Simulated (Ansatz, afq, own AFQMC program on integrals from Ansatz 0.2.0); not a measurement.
## S⁺, quartet: AFQMC among the cluster methods

A free S cation.

Basis 6-31G. Noble-gas cores (and the filled d shells of Ga–Kr and In–Xe) are frozen. Integrals, coupled cluster, full CI and functionals: Ansatz 0.2.0; the random walks run on the same integrals in our own AFQMC program. The CISD trial takes its coefficients from CCSD amplitudes. Released means that phaseless walkers are propagated on without the constraint, phases kept. Free AFQMC starts from the CCSD state and is never constrained. Its projection time is finite, and what remains of the start isn't in its error. Uncertainties: one standard error, sampling alone.

Determinant: UHF, the one that the program's search chose, which needn't be the lowest solution.

Full CI is exact in this basis; its frozen core comes from its own orbitals, which moves totals by up to a few meV.

Cautions: the ph-AFQMC/CISD walk drifts between its halves (3.0 errors); full CI with its own frozen core.

The T1 diagnostic is 0.0039 and the weight of the determinant in the CISD state is 0.994. The ⟨S²⟩ of the determinant is 3.751. The size of the correlated space is 5 electrons in 8 orbitals.

```tsv
level	correlation energy (eV)
MP2	-0.2154
CCSD	-0.2897
CCSD(T)	-0.2920
```

(1) Estimate where phaseless AFQMC with the Hartree–Fock trial lies against CCSD(T) on the same integrals.

(1) 0.4 ± 0.3 kJ/mol above CCSD(T). The gap is under twice the noise, so this walk alone can't tell the two apart.

Reference: full CI, correlation energy -0.292 eV. The released energy is read at 1.50 1/Eh (meV from the phaseless value at times in 1/Eh: 0.02 ± 0.19 at 0.24, 0.12 ± 0.18 at 0.50, 0.08 ± 0.15 at 1.00, 0.20 ± 0.14 at 1.50). CCSDTQ lies 0.2 meV below full CI, in part by the other frozen core, which shifts every row alike, so rows that close can't be ranked against it.

```tsv
level	E − E(reference) (kJ/mol)	share of correlation (%)
CCSD(T)	0.0	99.86
CCSDT	0.0	100.10
CCSDT(Q)	0.0	100.07
CCSDTQ	0.0	100.05
ph-AFQMC/HF	0.5 ± 0.3	98.38
ph-AFQMC/CISD	0.0 ± 0.02	100.11
released AFQMC	0.0 ± 0.01	100.04
free AFQMC	0.0 ± 0.02	100.06
```

CCSDT and higher add their correlation energy to the determinant of the CCSD(T) run, since their own runs factorise the integrals more tightly (a shift of under 2 meV). Free projections are given only where their last times agree within the noise and don't stop above the reference; a slow remainder of the start can still hide under it. A walk keeps the symmetry of its determinant, which the program's search chose and which needn't be the lowest solution, so a lower state of the same spin and another symmetry isn't excluded. Released energies are given only where the last usable release times agree within the noise; a slower fall can still hide under it.
